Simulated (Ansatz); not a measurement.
Species: C2H3N, SMILES `CC#N` (charge 0, multiplicity 1), formula C$_{2}$H$_{3}$N.

Question: How many basis functions does frozen-core CCSD(T)/cc-pVTZ // PBE0-D3(BJ)/def2-SVP (Ansatz, a program for electronic structure) use, how many core orbitals are frozen, and how many electrons are correlated?

Answer: 132 basis functions and 3 frozen orbitals, which leaves 16 correlated electrons. Core time is of the order of seconds.
